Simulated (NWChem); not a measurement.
The numbers come from NWChem runs, not from measurements. System: HO, charge 0, spin multiplicity 2, at a geometry optimised with UB3LYP/def2-SVP. The structure started from a generated list of species. Its SCF solution wasn't tested for a lower state. Level: ROCCSD(T)/def2-TZVP, 1 core orbitals frozen.

NWChem printed:

```
             Northwest Computational Chemistry Package (NWChem) 7.3.0
             --------------------------------------------------------

                                NWChem Input Module
                                -------------------

 Scaling coordinates for geometry "geometry" by  1.889725989
 (inverse scale =  0.529177249)

 Turning off AUTOSYM since
 SYMMETRY directive was detected!

                             Geometry "geometry" -> ""
                             -------------------------

 Output coordinates in angstroms (scale by  1.889725989 to convert to a.u.)

  No.       Tag          Charge          X              Y              Z
 ---- ---------------- ---------- -------------- -------------- --------------
    1 O                    8.0000     0.00000000     0.00000000     0.10899200
    2 H                    1.0000     0.00000000     0.00000000    -0.87193800

 Effective nuclear repulsion energy (a.u.)       4.3157187485

            Nuclear Dipole moment (a.u.)
            ----------------------------
        X                 Y               Z
 ---------------- ---------------- ----------------
     0.0000000000     0.0000000000    -0.0000037795

      Symmetry information
      --------------------

 Group name             C2v
 Group number             16
 Group order               4
 No. of unique centers     2

      Symmetry unique atoms

     1    2


 Summary of "ao basis" -> "" (spherical)
 ------------------------------------------------------------------------------
       Tag                 Description            Shells   Functions and Types
 ---------------- ------------------------------  ------  ---------------------
 *                         def2-tzvp                  on all atoms

 Summary of "ao basis" -> "ao basis" (spherical)
 ------------------------------------------------------------------------------
       Tag                 Description            Shells   Functions and Types
 ---------------- ------------------------------  ------  ---------------------
 O                         def2-tzvp                11       31   5s3p2d1f
 H                         def2-tzvp                 4        6   3s1p

                                 NWChem SCF Module
                                 -----------------

  ao basis        = "ao basis"
  functions       =    37
  atoms           =     2
  closed shells   =     4
  open shells     =     1
  charge          =   0.00
  wavefunction    = ROHF
  use symmetry    = T
  symmetry adapt  = T

 Summary of "ao basis" -> "ao basis" (spherical)
 ------------------------------------------------------------------------------
       Tag                 Description            Shells   Functions and Types
 ---------------- ------------------------------  ------  ---------------------
 O                         def2-tzvp                11       31   5s3p2d1f
 H                         def2-tzvp                 4        6   3s1p

      Symmetry analysis of basis
      --------------------------

        a1         18
        a2          3
        b1          8
        b2          8

 Forming initial guess at       0.0s

 Swapping ROHF orbitals     4    5

      Symmetry analysis of molecular orbitals - initial
      -------------------------------------------------

  Numbering of irreducible representations:

     1 a1          2 a2          3 b1          4 b2

  Orbital symmetries:

     1 a1          2 a1          3 a1          4 b1          5 b2
     6 a1          7 a1          8 b2          9 a1         10 b1
    11 a1         12 b2         13 b1         14 a1         15 a2

 Starting SCF solution at       0.0s

 ----------------------------------------------
         Quadratically convergent ROHF

 Convergence threshold     :          1.000E-07
 Maximum no. of iterations :          100
 Final Fock-matrix accuracy:          1.000E-09
 ----------------------------------------------

              iter       energy          gnorm     gmax       time
             ----- ------------------- --------- --------- --------
                 1      -75.4092618257  5.90D-01  2.67D-01      0.1
                 2      -75.4164452708  9.62D-02  3.81D-02      0.1
[...]
   Bfn.  Coefficient  Atom+Function         Bfn.  Coefficient  Atom+Function
  ----- ------------  ---------------      ----- ------------  ---------------
     7      0.497691  1 O  py                10      0.448592  1 O  py
    13      0.243384  1 O  py

 Vector    6  Occ=0.000000D+00  E= 1.346179D-01  Symmetry=a1
              MO Center= -1.2D-15,  4.8D-15, -1.3D+00, r^2= 2.8D+00
   Bfn.  Coefficient  Atom+Function         Bfn.  Coefficient  Atom+Function
  ----- ------------  ---------------      ----- ------------  ---------------
    34      1.795572  2 H  s                  5     -1.091182  1 O  s
    14      0.494312  1 O  pz                 4      0.157353  1 O  s
     3     -0.155980  1 O  s                  8      0.151921  1 O  pz

 Vector    7  Occ=0.000000D+00  E= 5.394549D-01  Symmetry=a1
              MO Center=  1.6D-16,  2.6D-16,  3.7D-03, r^2= 2.6D+00
   Bfn.  Coefficient  Atom+Function         Bfn.  Coefficient  Atom+Function
  ----- ------------  ---------------      ----- ------------  ---------------
    33      2.141256  2 H  s                 14      1.372809  1 O  pz
     4     -0.706622  1 O  s                 34     -0.587281  2 H  s
     5     -0.302426  1 O  s                 11      0.173722  1 O  pz

 Vector    8  Occ=0.000000D+00  E= 5.827812D-01  Symmetry=b2
              MO Center=  4.8D-16,  1.9D-14,  1.1D-01, r^2= 2.4D+00
   Bfn.  Coefficient  Atom+Function         Bfn.  Coefficient  Atom+Function
  ----- ------------  ---------------      ----- ------------  ---------------
    13      1.281981  1 O  py                10     -0.721260  1 O  py
     7     -0.237374  1 O  py

 center of mass
 --------------
 x =   0.00000000 y =   0.00000000 z =   0.09608893

 moments of inertia (a.u.)
 ------------------
           3.257780707971           0.000000000000           0.000000000000
           0.000000000000           3.257780707971           0.000000000000
           0.000000000000           0.000000000000           0.000000000000

  Mulliken analysis of the total density
  --------------------------------------

    Atom       Charge   Shell Charges
 -----------   ------   -------------------------------------------------------
    1 O    8     8.34   0.79  1.18  0.61  0.99  0.35  1.76  1.83  0.81  0.00  0.01  0.00
    2 H    1     0.66   0.24  0.34  0.03  0.04

 Mulliken analysis of the open-shell density
 -------------------------------------------

    Atom       Charge   Shell Charges
 -----------   ------   -------------------------------------------------------
    1 O    8     0.99   0.00 -0.00  0.00  0.00  0.00  0.41  0.42  0.16  0.00  0.00  0.00
    2 H    1     0.01   0.00  0.00 -0.00  0.01

       Multipole analysis of the density wrt the origin
       ------------------------------------------------

     L   x y z        total         open         nuclear
     -   - - -        -----         ----         -------
     0   0 0 0     -0.000000     -1.000000      9.000000

     1   1 0 0      0.000000      0.000000      0.000000
     1   0 1 0     -0.000000      0.000000      0.000000
     1   0 0 1     -0.732082     -0.165272     -0.000004

     2   2 0 0     -4.944566     -0.391507      0.000000
     2   1 1 0     -0.000000     -0.000000      0.000000
     2   1 0 1     -0.000000     -0.000000      0.000000
     2   0 2 0     -4.000510     -1.189589      0.000000
     2   0 1 1     -0.000000      0.000000      0.000000
     2   0 0 2     -3.319165     -0.437887      3.054367

                   NWChem Extensible Many-Electron Theory Module
                   ---------------------------------------------


            General Information
            -------------------
      Number of processors :     1
         Wavefunction type : Restricted open-shell Hartree-Fock
          No. of electrons :     9
           Alpha electrons :     5
            Beta electrons :     4
           No. of orbitals :    74
            Alpha orbitals :    37
             Beta orbitals :    37
        Alpha frozen cores :     1
         Beta frozen cores :     1
     Alpha frozen virtuals :     0
      Beta frozen virtuals :     0
         Spin multiplicity : doublet
    Number of AO functions :    37
       Number of AO shells :    15
        Use of symmetry is : on
      Symmetry adaption is : on
         Schwarz screening : 0.10D-09

          Correlation Information
          -----------------------
          Calculation type : Coupled-cluster singles & doubles w/ perturbation
   Perturbative correction : (T)
            Max iterations :      100
        Residual threshold : 0.10D-05
     T(0) DIIS level shift : 0.00D+00
     L(0) DIIS level shift : 0.00D+00
     T(1) DIIS level shift : 0.00D+00
     L(1) DIIS level shift : 0.00D+00
     T(R) DIIS level shift : 0.00D+00
     T(I) DIIS level shift : 0.00D+00
   CC-T/L Amplitude update :  5-th order DIIS
                I/O scheme : Global Array Library
        L-threshold :  0.10D-05
        EOM-threshold :  0.10D-05
 no EOMCCSD initial starts read in
 TCE RESTART OPTIONS
 SLICE:      F
 D4D5:       F
 quantumc:   F
 qrotation:  F
 pwtce:      F
 qducc:      F
 nacto:                         0
 nrotv:                         0
 nrot:                          0

            Memory Information
            ------------------
          Available GA space size is     249034062 doubles
          Available MA space size is     104854612 doubles

 Maximum block size supplied by input
 Maximum block size        24 doubles

 tile_dim =     15

 -------------------------------------------------

 Global array virtual files algorithm will be used

 Parallel file system coherency ......... OK

 4-electron integrals stored in orbital form

 v2    file size   =           147617
 4-index algorithm nr.  13 is used
 imaxsize =       30
 imaxsize ichop =        0


CCSD iterations
 ---------------------------------------------------------
 Iter          Residuum       Correlation     Cpu    Wall
 ---------------------------------------------------------
    1   0.1167378275567  -0.2062922010447     0.1     0.1
    2   0.0262413956785  -0.2114643167087     0.1     0.1
    3   0.0091123148685  -0.2140974135362     0.1     0.1
    4   0.0036175052839  -0.2145592837703     0.1     0.1
    5   0.0015286132437  -0.2147685726479     0.1     0.1
    6   0.0003877004234  -0.2148643195897     0.1     0.1
    7   0.0001423282220  -0.2148838480525     0.1     0.1
    8   0.0000719385790  -0.2148842171726     0.1     0.1
    9   0.0000384875273  -0.2148845650403     0.1     0.1
   10   0.0000215777086  -0.2148851037784     0.1     0.1
   11   0.0000043894719  -0.2148857030384     0.1     0.1
   12   0.0000016468557  -0.2148855660305     0.1     0.1
   13   0.0000008150627  -0.2148855939832     0.1     0.1
 -----------------------------------------------------------------
 Iterations converged
 CCSD correlation energy / hartree =        -0.214885593983206
 CCSD total energy / hartree       =       -75.631789641374596

 Singles contributions

 Doubles contributions
 CCSD(T)
 Using plain CCSD(T) code
             total no. of tasks          365
 total no. of tasks / no. procs          365
                         wl_min            6           1.3
                         wl_max        27000           5.5
        thresh for no. of tasks          365

 CCSD[T]  correction energy / hartree =        -0.005130145084657
 CCSD[T] correlation energy / hartree =        -0.220015739067863
 CCSD[T] total energy / hartree       =       -75.636919786459259
 CCSD(T)  correction energy / hartree =        -0.005008567119921
 CCSD(T) correlation energy / hartree =        -0.219894161103127
 CCSD(T) total energy / hartree       =       -75.636798208494511

 Task  times  cpu:        1.2s     wall:        1.2s

 Total times  cpu:        1.2s     wall:        1.2s
```

### Question
Write an NWChem input that would produce this output.

### Answer
This is not unique; one that fits is 
```
start mol
memory heap 100 mb stack 700 mb global 1900 mb
geometry units angstroms nocenter noautoz
  O      0.000000     0.000000     0.108992
  H      0.000000     0.000000    -0.871938
  symmetry group C2v
end
basis spherical
  * library def2-tzvp
end
scf
  rohf
  nopen 1
  maxiter 100
  thresh 1e-7
  semidirect memsize 60000000 filesize 0
  # guess.movecs holds the orbitals of an unrestricted PBE0 run
  vectors input guess.movecs swap 4 5 output mol.movecs
end
tce
  freeze core 1
  ccsd(t)
  2eorb
  2emet 13
  thresh 1e-6
  maxiter 100
  tilesize 24
end
task tce energy
```
